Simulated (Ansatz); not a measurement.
# CH9PSi: the cost of one run

All numbers below are computed with Ansatz 0.2.0 (RKS B3LYP/6-31G*).

**1. The structure to begin with**

Bond lengths: Si1–C2 2.220 Å, C2–H3 1.110 Å, C2–H4 1.110 Å, C2–H5 1.110 Å, Si1–H6 1.460 Å, Si1–H7 1.459 Å, Si1–H8 1.459 Å, Si1–P9 2.480 Å, P9–H10 1.420 Å, P9–H11 1.420 Å, P9–H12 1.600 Å. Angles (14 of 22 angles, heavy atoms first): C2–Si1–P9 71.6°, Si1–C2–H3 109.5°, Si1–C2–H4 109.5°, Si1–C2–H5 109.5°, C2–Si1–H6 109.5°, C2–Si1–H7 109.5°, C2–Si1–H8 109.5°, H6–Si1–P9 170.0°, H7–Si1–P9 61.6°, H8–Si1–P9 78.8°, Si1–P9–H10 109.5°, Si1–P9–H11 109.5°, Si1–P9–H12 66.1°, H3–C2–H4 109.4°.

Structure file:

```xyz
12

Si    0.0000    0.0000    0.0000
C     0.0000    0.0000    2.2200
H    -0.9996   -0.3092    2.5905
H     0.7676   -0.7111    2.5905
H     0.2320    1.0203    2.5905
H     1.3768    0.0000   -0.4862
H    -0.6877    1.1914   -0.4862
H    -0.6877   -1.1914   -0.4862
P    -2.3143    0.4274    0.7820
H    -3.2236   -0.3549    0.0219
H    -2.4231    0.0785    2.1542
H    -1.2565    0.2320    1.9664
```

**2. A restrained relaxation towards end A**

Springs on the bonds that form and break draw the guess towards this end; the thresholds are loose.

input.yaml

```yaml
crystal:
  periodic: [false, false, false]
  atoms:
    - { symbol: Si, position_ang: [0.0, 0.0, 0.0] }
    - { symbol: C, position_ang: [0.0, 0.0, 2.22] }
    - { symbol: H, position_ang: [-0.9996, -0.3092, 2.5905] }
    - { symbol: H, position_ang: [0.7676, -0.7111, 2.5905] }
    - { symbol: H, position_ang: [0.232, 1.0203, 2.5905] }
    - { symbol: H, position_ang: [1.3768, 0.0, -0.4862] }
    - { symbol: H, position_ang: [-0.6877, 1.1914, -0.4862] }
    - { symbol: H, position_ang: [-0.6877, -1.1914, -0.4862] }
    - { symbol: P, position_ang: [-2.3143, 0.4274, 0.782] }
    - { symbol: H, position_ang: [-3.2236, -0.3549, 0.0219] }
    - { symbol: H, position_ang: [-2.4231, 0.0785, 2.1542] }
    - { symbol: H, position_ang: [-1.2565, 0.232, 1.9664] }
basis:
  gaussian: { orbitals: "6-31G*" }
hamiltonian:
  xc: b3lyp
relax:
  f_tol: 0.15
  max_steps: 25
  restrain:
    - { distance: [0, 8], at: 3.38, k: 30.0 }
    - { distance: [11, 1], at: 2.31, k: 30.0 }
    - { distance: [0, 1], at: 1.87, k: 30.0 }
    - { distance: [11, 8], at: 1.42, k: 30.0 }
```

Started as:

```sh
$ ansatz run input.yaml --threads 1 --pin off --max-ram 2048MiB --backend cpu --events-out ev --progress --plain --runs-dir out
```

**Question.** How long does this run take on 1 thread of Arm Neoverse V1, shared host, and how much memory does it need?

About 57 s, with a peak of 0.14 GiB.
